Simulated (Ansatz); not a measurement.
Relaxation of AlH7OSi (10 atoms, charge 0, multiplicity 1), to a largest force component of 0.03 eV/Å in at most 50 steps.

Level of theory: RKS B3LYP/def2-SVP in Ansatz 0.2.0.

```xyz
10
Properties=species:S:1:pos:R:3
Al 0.007 -0.432 -0.029
H -0.089 -0.512 1.530
H 1.325 -0.057 -0.805
O -1.351 -0.735 -1.025
H -2.225 -1.004 -0.725
Si -0.303 2.825 1.265
H -1.665 3.181 0.776
H -0.120 3.304 2.663
H 0.726 3.430 0.375
H -0.169 1.351 1.274
```

**Question.** Where does it end, and by what steps?

**Answer.** The forces met the threshold. After 23 steps the energy has fallen by 0.282 eV; H5 moved furthest, 1.14 Å.

```json
{"step": "0", "energy less start (eV)": "0.0000", "largest force component (eV/Å)": "0.651", "accepted": "yes"}
{"step": "1", "energy less start (eV)": "-0.1276", "largest force component (eV/Å)": "0.350", "accepted": "yes"}
{"step": "2", "energy less start (eV)": "-0.1860", "largest force component (eV/Å)": "0.269", "accepted": "yes"}
{"step": "3", "energy less start (eV)": "-0.2182", "largest force component (eV/Å)": "0.162", "accepted": "yes"}
{"step": "4", "energy less start (eV)": "-0.2121", "largest force component (eV/Å)": "0.404", "accepted": "no"}
{"step": "5", "energy less start (eV)": "-0.2269", "largest force component (eV/Å)": "0.072", "accepted": "yes"}
{"step": "6", "energy less start (eV)": "-0.2265", "largest force component (eV/Å)": "0.054", "accepted": "no"}
{"step": "7", "energy less start (eV)": "-0.2280", "largest force component (eV/Å)": "0.050", "accepted": "yes"}
{"step": "8", "energy less start (eV)": "-0.2284", "largest force component (eV/Å)": "0.036", "accepted": "yes"}
{"step": "9", "energy less start (eV)": "-0.2292", "largest force component (eV/Å)": "0.038", "accepted": "yes"}
{"step": "10", "energy less start (eV)": "-0.2295", "largest force component (eV/Å)": "0.040", "accepted": "yes"}
{"step": "11", "energy less start (eV)": "-0.2305", "largest force component (eV/Å)": "0.061", "accepted": "yes"}
{"step": "12", "energy less start (eV)": "-0.2313", "largest force component (eV/Å)": "0.113", "accepted": "yes"}
{"step": "13", "energy less start (eV)": "-0.2299", "largest force component (eV/Å)": "0.233", "accepted": "no"}
{"step": "14", "energy less start (eV)": "-0.2347", "largest force component (eV/Å)": "0.079", "accepted": "yes"}
{"step": "15", "energy less start (eV)": "-0.2389", "largest force component (eV/Å)": "0.093", "accepted": "yes"}
{"step": "16", "energy less start (eV)": "-0.2440", "largest force component (eV/Å)": "0.180", "accepted": "yes"}
{"step": "17", "energy less start (eV)": "-0.2458", "largest force component (eV/Å)": "0.341", "accepted": "yes"}
{"step": "18", "energy less start (eV)": "-0.2552", "largest force component (eV/Å)": "0.280", "accepted": "yes"}
{"step": "19", "energy less start (eV)": "-0.2663", "largest force component (eV/Å)": "0.167", "accepted": "yes"}
{"step": "20", "energy less start (eV)": "-0.2757", "largest force component (eV/Å)": "0.109", "accepted": "yes"}
{"step": "21", "energy less start (eV)": "-0.2797", "largest force component (eV/Å)": "0.101", "accepted": "yes"}
{"step": "22", "energy less start (eV)": "-0.2812", "largest force component (eV/Å)": "0.046", "accepted": "yes"}
{"step": "23", "energy less start (eV)": "-0.2816", "largest force component (eV/Å)": "0.023", "accepted": "yes"}
```

```xyz
10
Properties=species:S:1:pos:R:3
Al 0.131 -0.480 0.175
H -0.338 -1.405 1.376
H 1.629 -0.326 -0.296
O -1.046 0.231 -0.864
H -1.996 0.111 -0.774
Si -0.466 2.662 1.116
H -1.928 2.423 1.244
H -0.013 3.623 2.161
H -0.091 3.145 -0.236
H 0.254 1.366 1.398
```

Time of the run: 70 s on 2 threads of Intel(R) Xeon(R) Platinum 8259CL CPU @ 2.50GHz (Skylake/Cascade Lake), on a shared host, peak memory 0.18 GiB.
